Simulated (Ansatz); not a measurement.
A made-up structure of C3H5 (charge -1), singlet:

```xyz
8
angstrom
C -0.8048 0.3647 -0.6506
C 0.3091 -0.0574 -0.8677
C 0.6875 -0.3001 0.3951
H -1.2075 0.5849 -1.4655
H -1.4069 0.5242 0.3819
H 1.5596 0.3686 0.4925
H 0.8780 -1.3845 0.3590
H -0.0149 -0.1003 1.3554
```

It is relaxed with PBE-D4/def2-SVPD and then PBE0-D4/def2-TZVPD (Ansatz 0.2.0). Atoms count as bonded within 1.22 times the sum of their covalent radii (H–H: 0.88 Å). The end point is not checked to be a true minimum.

**Question.** Does its bonding change? (A judgement: the text doesn't fix the answer.)

**Answer.** Computed: No: no bond forms or breaks.

Where it ends: The first stage lowers the energy by 3.79 eV in 8 steps. It ends as C₃H₅ ([CH2][C][CH3]), total charge -1:
C1  (-1.007, 0.454, -0.780)
C2  (0.239, -0.031, -0.835)
C3  (0.840, -0.368, 0.504)
H4  (-1.576, 0.745, -1.668)
H5  (-1.561, 0.599, 0.179)
H6  (1.767, 0.198, 0.675)
H7  (1.135, -1.426, 0.551)
H8  (0.163, -0.170, 1.375)
(Å)

Labels in which every atom is bracketed show which atoms are joined, not bond orders.

For scale, one of the runs: PBE0-D4/def2-TZVPD relaxation, 156 basis functions, launched by `ansatz run in.yaml --threads 2 --pin off --events-out ev --progress --plain --max-ram 4352MiB`. The run took about 19 s on 2 CPU threads of an Arm Neoverse V1 (shared host).
